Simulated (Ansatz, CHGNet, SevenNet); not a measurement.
## Tetradymite Bi₂Se₃: properties by level of theory

Reference values: lattice constant a 4.143 Å (measured, temperature not stated, no zero-point or thermal correction; as tabulated in Luo et al. (2012), arXiv:1308.1523); lattice parameter c 28.636 Å (measured, temperature not stated, not corrected to a static lattice; as tabulated in Luo et al. (2012), arXiv:1308.1523).

```json
[
 {"level (code)": "CHGNet 0.3.0", "equilibrium lattice constant a (Å)": "4.334", "c axis length (Å)": "27.538"},
 {"level (code)": "CHGNet-r²SCAN", "equilibrium lattice constant a (Å)": "4.285", "c axis length (Å)": "27.990"},
 {"level (code)": "SevenNet-l3i5", "equilibrium lattice constant a (Å)": "?", "c axis length (Å)": "30.683"},
 {"level (code)": "PBE-D3(BJ) (Ansatz)", "equilibrium lattice constant a (Å)": "4.144", "c axis length (Å)": "?"},
 {"level (code)": "HSE06 (Ansatz)", "equilibrium lattice constant a (Å)": "4.145", "c axis length (Å)": "31.228"}
]
```

Question: What belongs in the gaps?

Answer: 
- SevenNet-l3i5, equilibrium lattice constant a (Å): 4.189
- PBE-D3(BJ) (Ansatz, a quantum-chemistry and plane-wave program), c axis length (Å): 28.475

Differences from the reference values (errors of the level alone only where the reference is corrected to a static lattice):

```tsv
level	lattice constant a (%)	lattice parameter c (%)
CHGNet 0.3.0	+4.61	-3.83
CHGNet-r²SCAN	+3.43	-2.26
SevenNet-l3i5	+1.11	+7.15
PBE-D3(BJ)	+0.02	-0.56
HSE06	+0.05	+9.05
```

Nearest: lattice constant a, not ranked (reference at room or unstated temperature); lattice parameter c, not ranked (reference at room or unstated temperature). Empirical potentials aren't ranked on values they can be fitted to.

Machine-learned potentials (CHGNet 0.3.0, CHGNet-r²SCAN, SevenNet-l3i5) are trained on DFT data: a solid inside that data is no test of them.

Caveats: the cell comes from a level without a dispersion term, which matters for the spacing of layers, chains or molecules (HSE06); the cell has another shape than the first-principles one, perhaps another minimum in the same group (CHGNet 0.3.0, CHGNet-r²SCAN). Ansatz's density-functional and Hartree–Fock values are scalar-relativistic unless marked +SOC, with PAW data made under PBE.

Differences are worked out from the printed values.

The computed numbers hold no vibrational or temperature effects.
